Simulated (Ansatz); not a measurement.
Take InSb in the zinc blende structure (space group F-43m, No. 216) as the base.

```cif
data_In4Sb4
_chemical_formula_sum 'Sb4 In4'
_space_group_name_H-M_alt 'F-43m'
_space_group_IT_number 216
_space_group_name_Hall 'F -4 2 3'
_cell_length_a 6.63555
_cell_length_b 6.63555
_cell_length_c 6.63555
_cell_angle_alpha 90.000
_cell_angle_beta 90.000
_cell_angle_gamma 90.000
loop_
_atom_site_label
_atom_site_type_symbol
_atom_site_symmetry_multiplicity
_atom_site_Wyckoff_symbol
_atom_site_fract_x
_atom_site_fract_y
_atom_site_fract_z
_atom_site_occupancy
Sb1 Sb 4 c 0.25000 0.25000 0.25000 1
In1 In 4 a 0.00000 0.00000 0.00000 1
```
(The calculation used a cell of 2 atoms; values per cell refer to that cell.)

Levels (all Ansatz, a first-principles code, PAW): PBE (420 eV, no spin-orbit coupling); r2SCAN (500 eV, spin-orbit coupling left out).

Levels that relaxed their own cell: PBE and r2SCAN.

```tsv
level	lattice parameter a
PBE	6.636 Å
r2SCAN	6.556 Å
```

Measured: lattice parameter a 6.468 Å (static lattice; corrected from measurement; as listed in Daniel Mejia-Rodriguez, S. B. Trickey, Phys. Rev. B (2018)).

Computed minus measured — lattice parameter a: PBE +2.6 %, r2SCAN +1.4 % (closest: r2SCAN).

Stability against distortions was not tested. All final runs are without spin polarisation.
